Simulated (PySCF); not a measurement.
Acid–base and redox partners of OC=O. All species are isolated molecules in the gas phase. One relaxed conformer stands for each flexible species; it need not be the lowest. Strings in code marks are SMILES.

The S1 excitation (TDA) from two functionals at the same geometries (PBE0-D4/def2-TZVP), both in PySCF: PBE-D3(BJ)/def2-TZVP and B3LYP-D3(BJ)/def2-TZVP. B3LYP has the VWN-RPA correlation part, as in Gaussian. Excitations are Tamm–Dancoff values on a coarser integration grid. The basis has no diffuse functions, so Rydberg states are missing or too high.

```tsv
species	PBE-D3(BJ)/def2-TZVP (eV)	B3LYP-D3(BJ)/def2-TZVP (eV)
neutral parent (`C(=O)O` (O–C–O–H torsion 0°))	5.80	5.92
proton added at O1 (`O/C=[O+]\[H]` (H–O–C–O torsion 0°))	7.66	8.05
proton added at O3 (`O=C[OH2+]` (not the most basic site; O–C–O–H torsion 12°))	6.57	6.60
```

Over these rows, drawn at random from the members with no instability flagged (it was tested for open shells, ions and some series alone), PBE minus B3LYP-D3(BJ): mean -0.18 eV, from -0.40 eV to -0.03 eV.
